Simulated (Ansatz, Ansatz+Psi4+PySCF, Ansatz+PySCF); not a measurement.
```yaml
atoms:
  - { symbol: C, position_ang: [-0.5632, 0.5548, -0.1346] }
  - { symbol: H, position_ang: [-0.7374, 1.5037, 0.3623] }
  - { symbol: F, position_ang: [-1.5389, -0.3377, 0.0264] }
  - { symbol: Cl, position_ang: [1.0806, -0.1152, 0.0143] }
```

Basis set: cc-pVTZ on H, C, F; cc-pV(T+d)Z on Cl (spherical functions). Left uncorrelated: 7 orbitals. Correlation on ROHF uses semicanonical orbitals with singles. Charge 0, multiplicity 2.

Computed with Ansatz (development build ahead of 0.2.0); each method stands on the lowest determinant of its kind that the runs found.

The atomization energy at this shape (free ground-state atoms in the same class of orbitals less the molecule, no zero-point energy) of doublet CHClF:

```csv
method,atomization energy
ROHF-MP2,1232.1 kJ/mol
UHF-MP2,1234.2 kJ/mol
```

(1) What does ROHF-CCSD(T) give?

Answers

(1) 1188.0 kJ/mol.
